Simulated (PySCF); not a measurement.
C3H4FNO.
SMILES with atom numbers: `[NH2:1][C:2](=[O:3])/[CH:4]=[CH:5]/[F:6]` (hydrogens: H7, H8 on N1; H9 on C4; H10 on C5)

Level of theory: PBE0-D3(BJ)/def2-SVP geometry optimisation, gas phase in PySCF 2.14.0.

List the bond lengths, angles and torsions at this level.

```
  bond  length (pm)   order
 N1–C2        136.0  single
 C2=O3        121.7  double
 C2–C4        148.6  single
 C4=C5        133.2  double
 C5–F6        131.9  single
 N1–H7        101.1  single
 N1–H8        100.9  single
 C4–H9        109.3  single
C5–H10        109.4  single
```

Orders are formal, as drawn. A selection of angles:
```
    angle  degrees
 C2–N1–H7    118.1
 C2–N1–H8    122.6
 H7–N1–H8    119.3
 N1–C2–O3    122.5
 N1–C2–C4    114.6
 O3–C2–C4    122.9
 C2–C4–C5    118.2
 C2–C4–H9    121.8
 C5–C4–H9    120.0
 C4–C5–F6    122.8
C4–C5–H10    122.9
F6–C5–H10    114.4
```

Dihedral angles: N1–C2–C4–C5 179° (antiperiplanar); C2–C4–C5–F6 180° (antiperiplanar).

The 2 C–C bonds span 1.332 Å (C4=C5, drawn double) to 1.486 Å (C2–C4, drawn single), a spread of 0.154 Å. Of the pairs four or more bonds apart, O3···H10 is among the closest relative to their van der Waals radii: 2.50 Å, 92 % of the sum of Bondi's values. The 6 heavy atoms lie in one plane (0.002 Å rms). N1 (amide nitrogen) is planar (angles 122.6°, 119.3° and 118.1°, sum 360.0°, 0.00 Å off the plane of its three neighbours).

Point group: Cs (every atom within 0.08 Å of its image). Whether it is a minimum is left open (no frequencies). One conformer, not necessarily the lowest (H–N1–C2–O3 0° and 180°, N1–C2–C4–C5 179°).

Hardware: one thread of an Arm Neoverse V1, shared host. Cost: 43 s wall, 0.43 GiB resident at most. This is the geometry optimisation.
